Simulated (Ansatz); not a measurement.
# C3H4S: the cost of one run

Program: Ansatz 0.2.0. Level of theory: the levels named in each step. These are calculated values, not measurements.

**1. The structure to begin with**

Bond lengths: C1–C2 1.335 Å, C2–C3 1.436 Å, C3–S4 1.628 Å, C1–H5 1.076 Å, C1–H6 1.078 Å, C2–H7 1.083 Å, C3–H8 1.086 Å. Angles: C1–C2–C3 123.6°, C1–C2–H7 120.4°, C3–C2–H7 115.9°, C2–C1–H5 122.1°, C2–C1–H6 120.6°, H5–C1–H6 117.3°, C2–C3–S4 125.4°, C2–C3–H8 116.5°, S4–C3–H8 118.0°.

Structure file:

```xyz
8

C    -1.9131    0.2626    0.0458
C    -0.8745    1.0654    0.2918
C     0.4954    0.6454    0.1963
S     0.9992   -0.8438   -0.2280
H    -2.9302    0.6041    0.1227
H    -1.7559   -0.7654   -0.2384
H    -1.0345    2.0967    0.5796
H     1.2493    1.3924    0.4279
```

**2. A rough first relaxation, PBE-D4/def2-SVP**

input.yaml

```yaml
crystal:
  periodic: [false, false, false]
  atoms:
    - { symbol: C, position_ang: [-1.91307, 0.2626, 0.04584] }
    - { symbol: C, position_ang: [-0.87454, 1.06537, 0.29176] }
    - { symbol: C, position_ang: [0.49535, 0.64536, 0.19632] }
    - { symbol: S, position_ang: [0.99917, -0.84376, -0.22803] }
    - { symbol: H, position_ang: [-2.93023, 0.60413, 0.12269] }
    - { symbol: H, position_ang: [-1.75593, -0.76539, -0.23836] }
    - { symbol: H, position_ang: [-1.03447, 2.09666, 0.57957] }
    - { symbol: H, position_ang: [1.24926, 1.39238, 0.42794] }
basis:
  gaussian: { orbitals: def2-SVP }
hamiltonian:
  xc: pbe
  dispersion: d4
relax:
  f_tol: 0.03
  max_steps: 200
```

On the command line:

```console
$ ansatz run input.yaml --threads 4 --pin off --max-ram 10240MiB --backend cpu --events-out ev --progress --plain --runs-dir out
```

Q: Estimate wall time and peak memory on 4 threads of Intel Xeon at 2.50GHz (Skylake/Cascade Lake), shared host.

About 8.8 s, with a peak of 0.13 GiB.
